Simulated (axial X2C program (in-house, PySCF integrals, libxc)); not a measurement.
# Outer orbitals of BC⁻ at 1.428 Å, LDA

All values were computed with an in-house relativistic program for diatomic molecules. Spin-free means the one-electron spin-free X2C Hamiltonian; two-component (2c) means X2C with spin–orbit coupling and atomic mean-field two-electron Coulomb and Gaunt terms, so the difference of the two also holds small scalar two-electron terms. Basis: C dyall-av3z [8s7p3d2f], B dyall-av3z [8s7p3d2f] (cores contracted in-house); Gaussian nuclei, density fitting, unrestricted open shells. Masses: C 12.000 u, B 11.009 u.

The distance is close to the 2c PBE0 minimum; the highest filled and lowest empty levels are listed.

Spin-free orbitals, state M_S = 1, Λ = 1 (beyond evenly filled blocks: σα, π+α, π+β, π-α) (Löwdin shares):

```json
{"symmetry": "σα", "occupied": "yes", "ε (eV)": "-9.35", "atomic character": "45% C s, 23% B s, 18% B p"}
{"symmetry": "σβ", "occupied": "yes", "ε (eV)": "-8.11", "atomic character": "45% C s, 23% B s, 18% B p"}
{"symmetry": "σα", "occupied": "yes", "ε (eV)": "-1.72", "atomic character": "42% C p, 21% B s, 17% B p"}
{"symmetry": "σβ", "occupied": "yes", "ε (eV)": "-0.50", "atomic character": "45% C p, 19% B s, 16% B p"}
{"symmetry": "π-α", "occupied": "yes", "ε (eV)": "-0.12", "atomic character": "54% C p, 38% B p, 3% B d"}
{"symmetry": "π+α", "occupied": "yes", "ε (eV)": "-0.12", "atomic character": "54% C p, 38% B p, 3% B d"}
{"symmetry": "σα", "occupied": "yes", "ε (eV)": "0.19", "atomic character": "33% B p, 30% C p, 20% B s"}
{"symmetry": "π+β", "occupied": "yes", "ε (eV)": "0.85", "atomic character": "53% C p, 39% B p, 3% B d"}
{"symmetry": "π-β", "occupied": "no", "ε (eV)": "0.85", "atomic character": "53% C p, 39% B p, 3% B d"}
{"symmetry": "σβ", "occupied": "no", "ε (eV)": "1.46", "atomic character": "30% B s, 30% B p, 24% C p"}
{"symmetry": "σα", "occupied": "no", "ε (eV)": "2.82", "atomic character": "94% B p"}
{"symmetry": "π-α", "occupied": "no", "ε (eV)": "2.85", "atomic character": "95% B p, 3% C p, 2% B d"}
{"symmetry": "π+α", "occupied": "no", "ε (eV)": "2.85", "atomic character": "95% B p, 3% C p, 2% B d"}
```

The highest filled level is positive, so this functional does not bind it, and the empty levels of an anion are set by the basis. A filled and an empty partner (Λ and −Λ, same spin) share one energy because the functional has no current term.

Spinors with spin–orbit coupling (state Ω = 2):

```tsv
ω	occupied	ε (eV)	atomic character	λ mixture
1/2	yes	-9.35	45% C s, 23% B s, 18% B p	100% σ
-1/2	yes	-8.11	45% C s, 23% B s, 18% B p	100% σ
1/2	yes	-1.72	42% C p, 21% B s, 17% B p	100% σ
-1/2	yes	-0.50	45% C p, 19% B s, 16% B p	100% σ
-1/2	yes	-0.12	54% C p, 38% B p, 3% B d	100% π
3/2	yes	-0.12	54% C p, 38% B p, 3% B d	100% π
1/2	yes	0.20	33% B p, 30% C p, 20% B s	100% σ
1/2	yes	0.85	53% C p, 39% B p, 3% B d	100% π
-3/2	no	0.86	53% C p, 39% B p, 3% B d	100% π
-1/2	no	1.46	30% B p, 30% B s, 24% C p	100% σ
1/2	no	2.83	94% B p, 3% B s	100% σ
3/2	no	2.85	95% B p, 3% C p, 2% B d	100% π
-1/2	no	2.85	95% B p, 3% C p, 2% B d	100% π
```

The highest filled level is positive, so this functional does not bind it, and the empty levels of an anion are set by the basis.

Mulliken charges and populations of the two-component result (they depend on the basis, above all on diffuse functions):

C -0.31 e (s 3.50 p 2.79 d 0.02), B -0.69 e (s 3.69 p 1.94 d 0.05). ⟨Lz⟩ = 1.00 ħ and ⟨Sz⟩ = 1.00 ħ (0.46 and 0.54 on the two atoms), which add up to Ω.

Occupations by symmetry block were frozen at the best pattern of an incomplete PBE0 search. Density functionals use the spin component along the axis (collinear). Other states lie close and PBE0, whose exact exchange favours high spin, may order them wrongly; the determinant shown need not be the ground state. The nearest other spin-free determinant of the search, M_S = 0, Λ = 1, lies 0.15 eV up at the distance of the search. The functionals have no current-density term, which raises determinants with orbital currents, atoms included. With several unpaired electrons one determinant need not be a pure state. Open-shell Ω = 0 determinants with evenly filled partner blocks cannot be reached by this program, so the Ω shown need not be the lowest component. The highest occupied level of some functionals is positive through self-interaction error; at Hartree–Fock it is bound.
